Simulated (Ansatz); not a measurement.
**How well does each level of theory give the bulk modulus of 2H MoS2?**

Reference value: 53.4 ± 1 GPa (measured, room temperature, no zero-point or thermal correction; as tabulated in Equation of State Measurement of Molybdenum Disulfide, J. Phys. Chem. Solids 67 …).

**Question.** What do LDA, PBEsol, PBE-D3(BJ), PBE-D4, PBEsol-D3(BJ), rVV10, r²SCAN, r²SCAN-D4, r²SCAN+rVV10 give, and how far is each from the reference?

**Answer.** 
```json
[
 {"level (code)": "LDA (Ansatz)", "value (GPa)": "42.9", "cell (Å³/atom)": "16.99", "difference (%)": "-19.7"},
 {"level (code)": "PBEsol (Ansatz)", "value (GPa)": "19.5", "cell (Å³/atom)": "17.92", "difference (%)": "-63"},
 {"level (code)": "PBE-D3(BJ) (Ansatz)", "value (GPa)": "47.6", "cell (Å³/atom)": "17.31", "difference (%)": "-10.9"},
 {"level (code)": "PBE-D4 (Ansatz)", "value (GPa)": "44.6", "cell (Å³/atom)": "17.46", "difference (%)": "-16.5"},
 {"level (code)": "PBEsol-D3(BJ) (Ansatz)", "value (GPa)": "67.9", "cell (Å³/atom)": "16.33", "difference (%)": "+27"},
 {"level (code)": "rVV10 (Ansatz)", "value (GPa)": "44.4", "cell (Å³/atom)": "18.53", "difference (%)": "-16.9"},
 {"level (code)": "r²SCAN (Ansatz)", "value (GPa)": "18.3", "cell (Å³/atom)": "19.01", "difference (%)": "-66"},
 {"level (code)": "r²SCAN-D4 (Ansatz)", "value (GPa)": "36.7", "cell (Å³/atom)": "18.16", "difference (%)": "-31"},
 {"level (code)": "r²SCAN+rVV10 (Ansatz)", "value (GPa)": "39.9", "cell (Å³/atom)": "18.07", "difference (%)": "-25"}
]
```

The reference is not for a static lattice or low temperature, so close values are not ranked against it. Off by more than 20 %, or 28 % on the side where a correction would as a rule narrow the miss (bounds picked here): r²SCAN (-66 %), PBEsol (-63 %), r²SCAN-D4 (-31 %), r²SCAN+rVV10 (-25 %).

The measured value isn't corrected to a static lattice, so vibrations enter the comparison. A static lattice is as a rule stiffer than a warm one, by over a tenth in soft solids. The crystal itself was run without spin with LDA, PBEsol, PBE-D3(BJ), PBE-D4, PBEsol-D3(BJ), rVV10, r²SCAN, r²SCAN-D4, r²SCAN+rVV10; a magnetic state was not tried in these runs. LDA: LDA has no dispersion term either, though it tends to give short spacings of layers, chains or molecules. PBEsol, r²SCAN: the cell comes from a level without a dispersion term, which matters for the spacing of layers, chains or molecules. r²SCAN: for a layered or molecular solid the relaxed cell lies over 5 % above the published volume, where the minimum can be shallow. Each level is taken at its own relaxed cell. Cutoffs differ between the levels. Ansatz's density-functional and Hartree–Fock values are scalar-relativistic unless marked +SOC, with PAW data made under PBE.

Differences are worked out from the printed values.

Ansatz is a quantum-chemistry and plane-wave program.
